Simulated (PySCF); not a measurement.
Identify the compound

Molecular formula: C5H10O. Simulated spectra:

1H NMR (600 MHz, computed): δ 2.35 (q, 4H), 1.10 (t, 6H).

13C{1H} NMR (computed): δ 215.4 (C), 39.7 (CH2), 9.5 (CH3).

- shieldings: GIAO PBE0/pcSseg-1
- GFN2-xTB geometry
- code: PySCF 2.14
- equivalent nuclei averaged, gas phase, non-relativistic, one conformer

Chemical shifts δ = σref − σ; 1H (31.72 ppm) and 13C (186.93 ppm) vs TMS, all at this level.

Question: Which of these isomers gave the spectra?
A. CCC(=O)CC
B. C/C=C(\C)OC
C. C/C=C/COC
D. CO[C@@H]1C[C@@H]1C

Answer: A. 

Rings plus π bonds: 1 (no ring in the answer). 3 carbon signals for 5 carbons: some carbons are equivalent by symmetry or fast rotation. Carbon types of the structure: 1 × C, 2 × CH2, 2 × CH3, which accounts for all hydrogens. δC 215.4: ketone carbonyl carbon; low-lying n→π* states of the double bond to the heteroatom give a large paramagnetic term (-281 ppm). δC 39.7: sp3 CH2 α to a carbonyl; α to the electron-withdrawing carbonyl group. δC 9.5: methyl carbon; a saturated carbon with 1 carbon neighbour and no heteroatom attached. δH 2.35: hydrogen on an sp3 CH2 α to a carbonyl; α to C=O. δH 1.10: hydrogen on a methyl carbon.

The others: C/C=C/COC would give 5 carbon signals, not 3; CO[C@@H]1C[C@@H]1C would give 5 carbon signals, not 3; C/C=C(\C)OC would give 5 carbon signals, not 3.

Shifts are as computed. Against solution values, carbons near 30 ppm lie about +3 ppm off and those near 130 ppm about +5 ppm. Of 1211 compounds with measured shifts, 218 miss one by over three times the rms of a fit or turn the order of signals round; such compounds aren't used in these exercises. Multiplicities follow the n + 1 count of equivalent neighbours, as no J values were calculated; m marks all less simple cases, F and P coupling included.
